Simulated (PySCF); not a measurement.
Gas-phase reaction: SiOCl2 + 3 H2SiO → 2 SiCl + 2 SiO2 + 3 H2

Computed with PySCF and rigid-rotor harmonic-oscillator thermochemistry at 1 bar. † marks an energy on the PBE0/def2-TZVP geometry and frequencies; other levels use their own. MP2 and CCSD(T) freeze the core. 6-31G* has spherical d functions here. Open shells (unrestricted): SiCl (multiplicity 2, electronic degeneracy 4); the rest are closed-shell singlets. Spin-orbit splitting is ignored; it lowers the true energy and changes the entropy of SiCl. B3LYP is the form with VWN-RPA correlation. SiOCl2, H2SiO: computed as isolated molecules; such fragments, hydroxides, amides, oligomers or adducts are transient or little studied in the gas. MP2 isn't extrapolated to the basis-set limit; its ΔH°(298 K) is 494.1 kJ in def2-SVP and 509.3 kJ in def2-TZVPP. CCSD(T) isn't extrapolated to the basis-set limit; its ΔH°(298 K) is 476.3 kJ in def2-SVP and 494.1 kJ in def2-TZVPP. The harmonic model lacks anharmonicity and excited electronic states, which grow with temperature; levels with a mode under 35 cm⁻¹ are left out. Warning, large T1 diagnostic: H2SiO, SiO2 (CCSD(T)/def2-SVP†, CCSD(T)/def2-TZVPP†).

```csv
level,"ΔE electronic, kJ","ΔH°(298 K), kJ","ΔS°(298 K), J/K","ΔG°(1400 K), kJ"
B3LYP/6-31G*,491,468,327,-17
BLYP/def2-TZVP†,446,424,325,-55
CCSD(T)/def2-SVP†,498,476,325,-3
CCSD(T)/def2-TZVPP†,516,494,325,15
HF/def2-TZVP†,495,473,325,-7
MP2/def2-SVP†,516,494,325,15
PBE/def2-SVP,497,477,324,1
PBE/def2-TZVP†,485,463,325,-16
PBE0/def2-QZVP†,528,506,325,27
```
ΔH° is lowest at BLYP/def2-TZVP† and highest at PBE0/def2-QZVP†. No reference value is set beside these.
